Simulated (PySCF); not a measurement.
propyne (C3H4), SMILES C#CC.

Coordinates come from a PBE-D3(BJ)/def2-TZVP optimisation.

The numbers are results of PySCF 2.14.0 with PBE-D3(BJ)/def2-TZVP, not measurements.

Frequencies are harmonic and unscaled.

Modes within 1.5 cm⁻¹ of each other (mostly degenerate sets) share a row, with their intensities summed.

Computed vibrational spectrum:
```csv
mode,ν (cm⁻¹),IR (km/mol),moving atoms (share of kinetic energy)
1–2,332,17.4,"C 75 %, H 25 %"
3–4,608,100.5,"H 81 %, C 19 %"
5,940,0.1,"C 82 %, H 18 %"
6–7,1012,0.9,"H 69 %, C 31 %"
8,1359,0.0,"H 79 %, C 21 %"
9–10,1423,18.3,H 97 %
11,2166,11.4,"C 91 %, H 9 %"
12,2966,16.2,H 97 %
13–14,3030,11.0,"H 91 %, C 9 %"
15,3404,61.1,"H 86 %, C 14 %"
```
